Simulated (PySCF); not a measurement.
C2H3O, SMILES C[C]=O, multiplicity 2. Atoms are numbered in the order given.

```xyz
6

C     -0.0974    -1.1612     0.0000
C      0.4240     0.2420     0.0000
O     -0.1700     1.2563     0.0000
H      0.2956    -1.6772    -0.8781
H      0.2956    -1.6772     0.8781
H     -1.1910    -1.1804     0.0000
```
Charge 0, spin multiplicity 2.

The structure is a stationary point at PBE0-D3(BJ)/def2-TZVP. The isomer is the one that the SMILES or the coordinates give; other isomers of the formula were not compared.

The numbers are results of SMD-PBE0/def2-SVP (PySCF), not measurements.

Solvation free energies are E(SMD) − E(gas) at the gas-phase geometry, for 1 M in both phases. In vacuum the dipole moment is 2.45 D.

```
solvent            ΔG(solv) (kcal/mol)  its non-electrostatic (CDS) part  dipole (D)
-----------------  -------------------  --------------------------------  ----------
water                             -0.3                               4.2        3.19
toluene                           -2.1                              -0.5        2.70
dimethylsulfoxide                 -2.8                               0.4        2.96
```
